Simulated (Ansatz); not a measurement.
```yaml
crystal:
  periodic: [false, false, false]
  atoms:
    - {symbol: C, position_ang: [-0.319496, 1.504016, -1.144834]}
    - {symbol: N, position_ang: [1.315434, -0.750671, -0.769444]}
    - {symbol: C, position_ang: [-0.394466, -1.514113, 1.113332]}
    - {symbol: O, position_ang: [-1.995318, 0.568067, 0.642681]}
    - {symbol: H, position_ang: [-1.070660, 1.677925, -3.048203]}
    - {symbol: H, position_ang: [0.573056, 3.388386, -0.523669]}
    - {symbol: H, position_ang: [3.066048, -0.210858, -0.225156]}
    - {symbol: H, position_ang: [-1.271987, -3.314206, 0.843245]}
    - {symbol: H, position_ang: [0.270058, -1.369252, 3.089807]}
basis:
  gaussian: {orbitals: pcseg-2}
hamiltonian: {xc: {name: LC-wPBE}}
scf: {lower_state_search: light}
```

```sh
$ ansatz run in.yaml --threads 2 --pin off --events-out ev --progress --plain --max-ram 4352MiB
```

Shortened log:

```
Functional definition: LC-wPBE
886 factors; their error is unknown
303 factors; integrals over basis functions are off by at most 7.3e-5 eV
mean field evaluation 1: about -5618.3141 eV, gradient 1.0e2 eV
mean field evaluation 2: about -5258.1604 eV, gradient 2.9e2 eV
mean field evaluation 4: about -5485.5582 eV, gradient 2.0e2 eV
mean field evaluation 8: about -5645.3279 eV, gradient 3.8e1 eV
mean field evaluation 16: about -5649.7793 eV, gradient 5.9e-1 eV
mean field evaluation 32: about -5649.7497 eV, gradient 2.5e0 eV
mean field -5649.78339202 eV, -207.6257100960 hartree, gradient 1.1e-5 eV, S^2 0.000000; 6 other end points of the search recorded, 0 dependent functions left out
reference -5649.78339203 eV, -207.6257100965 hartree; 16, 16 occupied and 174, 174 virtual orbitals, 886 factors
Total energy: -5649.78339203 eV, -207.6257100965 hartree
```

(1) Something in this input is off. What?

Answers

(1) The coordinates are in bohr but typed as ångström. The run converged. The result belongs to that input, not to the molecule as meant.
